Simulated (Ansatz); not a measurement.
# PH (quintet): from Hartree-Fock to the top rungs, def2-TZVPP

An exercise on one series of results from a longer session: the logs are not shown, and one member is left open.

Method: def2-TZVPP, core rule «outside noble gas», up to 5 orbitals frozen; program: Ansatz 0.2.0, Gaussian basis.

To be run: UHF; ROHF; CCSD(T) on UHF.

2 further runs of the same task are left out: 2 set aside as unsound or not needed.

**The geometry**

The geometry is a PBE0/def2-TZVP stationary point (not a proven minimum) of the parent state, kept for this charge and spin.

2 atoms, charge 0, spin multiplicity 5.

Atoms are counted from 1 here; the program's logs count them from 0.

Bond lengths: P1–H2 1.428 Å.

The first run:

The input, in.yaml:

```yaml
crystal:
  periodic: [false, false, false]
  atoms:
    - {symbol: P, position_ang: [0.000000, 0.000000, 0.000000]}
    - {symbol: H, position_ang: [0.000000, 0.000000, 1.428200]}
basis:
  gaussian: {orbitals: def2-TZVPP}
magnetization: {spin_polarized: true, initial_magnetization: 4}
hamiltonian: {xc: hf}
output: {orbitals: {seedname: orbitals}}
```

Started as:

```
ansatz run in.yaml --threads 1 --pin off --events-out ev --progress --plain --max-ram 2560MiB --backend cpu
```

Steps of the session up to this table: UHF; ROHF; CCSD(T) on UHF.

One table of the session follows, with a row left open; its other results are not shown here.

It belongs to the step «Misses and costs». 

| method | from UCCSD(T) (kcal/mol) |
| --- | --- |
| ROHF | +71.04 |
| UHF | +68.81 |
| UMP2 | +15.42 |
| UCCSD | ? |
| UCCSD(T) | 0 |

Q: Estimate the row for UCCSD from the others.

**Answer.** from UCCSD(T) (kcal/mol): +2.48. In the column «from UCCSD(T) (kcal/mol)» it lies between UCCSD(T) (0) and UMP2 (+15.42).
